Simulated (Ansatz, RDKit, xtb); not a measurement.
# C3H6N2O: which of the isomers drawn lies lowest?

A sample of isomers of C3H6N2O is drawn. Aim: find which of them has the lowest free energy at 298.15 K, then its properties. The sample is small against all isomers, and the most stable one of this formula need not be in it.

The funnel: GFN2-xTB relaxations, single points with a density functional, relaxations at PBE-D3(BJ)/def2-SVP, harmonic vibrations (at GFN2-xTB), and a last energy at a higher level. All values are calculated.

## Step 1: Candidates

Isomers were taken from a list of plausible structures; this is a sample, not all of them. That gives 7 candidates.

| label | SMILES | spin |
| --- | --- | --- |
| c006 | N/C=C\N=C/O | singlet |
| c033 | N=CC/N=C\O | singlet |
| c035 | N/C=C\N=C\O | singlet |
| c470 | N=CC/N=C/O | singlet |
| c490 | N/C=C/N=C/O | singlet |
| c653 | N=CCNC=O | singlet |
| c727 | N/C=C/N=C\O | singlet |

Candidates are built by distance geometry, with a force field where one applies, in up to four conformers (letters a to d).

**Question.** With final energies at CCSD(T)/def2-SVP + MP2/def2-TZVPP - MP2/def2-SVP, which structure will this search put lowest in free energy, and by what margin?

| quantity | value |
| --- | --- |
| lowest structure found | N=CCNC=O, singlet |
| next finalist | N/C=C\N=C\O, singlet, 8.0 kcal/mol higher in G |
| share at equilibrium, among the finalists | 100.0 % |

The search ends on `N=CCNC=O`. Among the finalists first place is clear (8.0 kcal/mol); structures outside the list aren't covered. GFN2-xTB, HF/STO-3G, r2SCAN-D4/def2-SVP, PBE-D3(BJ)/def2-SVP, HF/def2-SVP and MP2/def2-SVP already put its bonding pattern lowest among the structures in one piece. 2 minima inside the window were never screened. Lowest found is not proven lowest: the search is finite, and each finalist counts with one conformer. Only 7 drawn patterns were tried, so whole families of isomers are missing, and the result ranks this sample alone.
